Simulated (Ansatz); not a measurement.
# NH+ (quartet): geometry optimisation

Where does this start of NH+ (quartet) end when it is relaxed?

The runs use Ansatz 0.2.0, Gaussian basis; UKS PBE0/def2-TZVP.

## Step 1: The starting structure

2 atoms, charge 1, spin multiplicity 4.

Atoms are counted from 1 here; the program's logs count them from 0.

Bond lengths: N1–H2 1.020 Å.

Coordinates:

```xyz
2
HN
N     0.0000    0.0000    0.0000
H     0.0000    0.0000    1.0200
```

The start is set by covalent radii. Sticks and bond lists go by distance. 

## Step 2: The run

Input file in.yaml:

```yaml
crystal:
  periodic: [false, false, false]
  atoms:
    - {symbol: N, position_ang: [0.000000, 0.000000, 0.000000]}
    - {symbol: H, position_ang: [0.000000, 0.000000, 1.020000]}
basis:
  gaussian: {orbitals: def2-TZVP}
total_charge: 1
magnetization: {spin_polarized: true, initial_magnetization: 3}
hamiltonian: {xc: pbe0}
relax: {f_tol: 0.004, max_steps: 80}
```

Run with:

```console
$ ansatz run in.yaml --threads 1 --pin off --events-out ev --progress --plain --max-ram 2176MiB
```

Before running it: what results should come out? Wanted: energy gained; shift from the start; total energy; ⟨S²⟩.

The runs gave:

```
                  quantity          value
                     steps              5
             energy gained       0.092 eV
shift from the start (rms)        0.040 Å
              total energy  -1487.9208 eV
                      ⟨S²⟩          3.751
```

In words: The bonds of the start are those of the end. N1–H2 went from 1.020 to 1.099 Å. No vibrations were run, so this is a stationary point, not a proven minimum, and this spin need not be the ground state's.
